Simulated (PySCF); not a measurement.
# Deuteron quadrupole couplings in `C=C1CCC1=C`

Species: C6H8.
Cartesian coordinates in Å at the PBE0-D3(BJ)/def2-SVP level; atoms count from 1:
```xyz
14
C6H8 angstrom
C      1.9763   -0.3733   -0.4650
C      0.7045   -0.3338   -0.0601
C     -0.1844   -1.2782    0.7316
C     -1.3435   -0.2547    0.5781
C     -0.3977    0.6418   -0.2034
C     -0.5178    1.8369   -0.7868
H      2.6206   -1.2257   -0.2336
H      2.4118    0.4479   -1.0410
H     -0.3587   -2.2537    0.2520
H      0.1441   -1.4554    1.7674
H     -2.2096   -0.6172    0.0031
H     -1.7107    0.1776    1.5217
H      0.3254    2.2991   -1.3075
H     -1.4608    2.3895   -0.7620
```

Level: PBE0/pcSseg-1 (PySCF, non-relativistic); Q(2H) = 0.00286 b; rigid geometry, the same for H and D, with no vibrational averaging.

Problem. What are Vzz, η and χzz (234.96 MHz × Q × Vzz) at all hydrogens?

Solution. 
| atom | bonded to | bond length (Å) | Vzz (au) | η | χzz (kHz) |
| --- | --- | --- | --- | --- | --- |
| H7 | C1 | 1.093 | 0.3078 | 0.05 | 207 |
| H8 | C1 | 1.093 | 0.3075 | 0.06 | 207 |
| H9 | C3 | 1.101 | 0.2917 | 0.01 | 196 |
| H10 | C3 | 1.101 | 0.2917 | 0.01 | 196 |
| H11 | C4 | 1.101 | 0.2916 | 0.01 | 196 |
| H12 | C4 | 1.101 | 0.2917 | 0.01 | 196 |
| H13 | C6 | 1.093 | 0.3075 | 0.06 | 207 |
| H14 | C6 | 1.093 | 0.3078 | 0.05 | 207 |

Isolated species at its PBE0-D3(BJ)/def2-SVP geometry, gas phase. These gradients aren't converged with respect to the basis.

The run behind these numbers computed NMR shieldings as well. Hardware: one thread, Arm Neoverse V1, no GPU, on a shared host. Cost: 11 s wall.
